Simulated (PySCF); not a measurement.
Species: allyl ethyl ether, C5H10O.
Atom-mapped SMILES: `[CH2:1]=[CH:2][CH2:3][O:4][CH2:5][CH3:6]` (hydrogens: H7, H8 on C1; H9 on C2; H10, H11 on C3; H12, H13 on C5; H14, H15, H16 on C6)

Method: PySCF 2.14.0, PBE0-D3(BJ)/def2-SVP geometry optimisation, gas phase.

List the bond lengths, angles and torsions at this level.

```tsv
bond	length (Å)	order
C1=C2	1.332	double
C2–C3	1.493	single
C3–O4	1.398	single
O4–C5	1.399	single
C5–C6	1.509	single
C1–H7	1.095	single
C1–H8	1.093	single
C2–H9	1.096	single
C3–H10, C3–H11	1.112	single
C5–H12, C5–H13	1.111	single
C6–H14, C6–H15, C6–H16	1.100	single
```

Bonds in one row agree within 0.01 Å and their mean is given. Orders are formal, as drawn. A selection of angles:
```tsv
angle	degrees
C2–C1–H7	121.6
C2–C1–H8	121.5
H7–C1–H8	116.9
C1–C2–C3	124.8
C1–C2–H9	120.3
C3–C2–H9	114.9
C2–C3–O4	109.5
C2–C3–H10	110.4
O4–C3–H10	111.4
O4–C3–H11	109.9
H10–C3–H11	106.4
C3–O4–C5	113.6
O4–C5–C6	109.0
O4–C5–H12	110.2
C6–C5–H12	110.5
C6–C5–H13	110.4
H12–C5–H13	106.3
C5–C6–H14	110.5
C5–C6–H15	110.7
H14–C6–H15	108.6
H14–C6–H16	108.1
```

Torsions: C1–C2–C3–O4 -133° (anticlinal); C2–C3–O4–C5 -176° (antiperiplanar); C3–O4–C5–C6 179° (antiperiplanar). The mirror-image conformer, all signs reversed, is as good.

The C–C distances run from 1.332 Å (C1=C2, drawn double) to 1.509 Å (C5–C6, drawn single), a spread of 0.177 Å. Of the pairs four or more bonds apart, H11···H12 is among the closest relative to their van der Waals radii: 2.36 Å, 98 % of the sum of Bondi's values.

Point group: C1 (no symmetry element, even within 0.4 Å). Whether it is a minimum is left open (no frequencies). The numbers are those of one conformer.

Time: 44 s; peak memory 0.68 GiB. Hardware: one thread of an Intel Xeon Platinum 8488C, no GPU (shared host). That covers the optimisation of the geometry.
